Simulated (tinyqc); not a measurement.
Extended Hueckel theory, for CH2, step by step. One step of it, computed by the program tinyqc.

Problem. Mulliken analysis. P = C n C^T; charge = valence electrons (H 1, C 4) minus the sum of (P S)_ii on the atom; overlap population = 2 sum P_ij S_ij between two atoms.

coefficients:
```
              MO1        MO2        MO3       MO4        MO5        MO6
1C 2s    0.786070   0.000759  -0.229336  0.000000   0.062484   1.103023
1C 2px   0.000000   0.000000   0.000000  1.000000   0.000000   0.000000
1C 2py   0.000614   0.476112  -0.001652  0.000000   1.249312  -0.086464
1C 2pz  -0.026491   0.000202   0.924497  0.000000   0.034185   0.547397
2H 1s    0.194015   0.464265   0.146855  0.000000  -0.942636  -0.864929
3H 1s    0.196763  -0.459415   0.146024  0.000000   0.829830  -0.993560
```

occupations: 2.000000  2.000000  2.000000  0.000000  0.000000  0.000000

overlap S:
```
           1C 2s    1C 2px     1C 2py    1C 2pz     2H 1s      3H 1s
1C 2s   1.000000  0.000000   0.000000  0.000000  0.487344   0.493372
1C 2px  0.000000  1.000000   0.000000  0.000000  0.000000   0.000000
1C 2py  0.000000  0.000000   1.000000  0.000000  0.443517  -0.446778
1C 2pz  0.000000  0.000000   0.000000  1.000000  0.204427   0.206205
2H 1s   0.487344  0.000000   0.443517  0.204427  1.000000   0.105042
3H 1s   0.493372  0.000000  -0.446778  0.206205  0.105042   1.000000
```

Give: charges; Overlap populations.

Solution.

charges: 1C -0.2390, 2H 0.1172, 3H 0.1218

Overlap populations:
```
pair      value
2-1    0.731149
3-1    0.736551
3-2   -0.064568
```
